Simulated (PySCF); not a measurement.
# How methods differ on the ionisation energy of P

P [Ne] 3s2 3p3 (4S) → P⁺ [Ne] 3s2 3p2 (3P), as a difference of total energies. Computed with PySCF 2.14 in aug-cc-pCVTZ-DK, with scalar relativity by spin-free X2C-1e. Correlated levels: valence: [Ne] frozen. The calculations carry no spin-orbit coupling.

```csv
method,ionisation energy (eV),error (eV)
UHF,9.897,-0.629
MP2 (valence),10.484,-0.042
SCS-MP2 (valence),10.304,-0.222
CCSD (valence),10.417,-0.109
CCSD(T) (valence),10.464,-0.062
```

Reference: 10.526 eV (measured; NIST levels, between the centres of gravity of the two terms).

Errors of the correlated levels include the incompleteness of this basis and the frozen core.
